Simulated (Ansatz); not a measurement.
System: SrTaNO₂ (I4/mcm, No. 140; cell taken from a computed entry). Method: HSE06 (Ansatz, a program for electronic structure, plane waves, PAW).

Run with plane-wave cutoff 460 eV, 6×6×6 k mesh, Fermi–Dirac smearing 0.01 eV, scalar-relativistic PAW data made under PBE.

Cell (relaxed with PBEsol):

Space group I4/mcm (No. 140); a = 5.5854 Å, b = 5.5854 Å, c = 8.1927 Å, α = 90.00°, β = 90.00°, γ = 90.00°

```csv
atom,site,symmetry,x,y,z
Sr,4b,-42m,0.0000,0.5000,0.2500
Ta,4c,4/m..,0.0000,0.0000,0.0000
N,4a,422,0.0000,0.0000,0.2500
O,8h,m.2m,0.1981,0.3019,0.0000
```
(The calculation used a cell of 10 atoms; values per cell refer to that cell.)

Estimate the band gap and smallest direct gap on the k points sampled that the calculation returns.


* **band gap**: 2.08 eV (on the SCF k mesh)
* **smallest direct gap on the k points sampled**: 2.11 eV

Note: cell and atoms aren't relaxed at this level (pressure 0.8 GPa); this cell isn't known to be the ambient phase, and symmetry holds it in the calculation.

Spin–orbit coupling is not included.

Computed values are for the static lattice.

The result took very roughly 5 core-minutes.
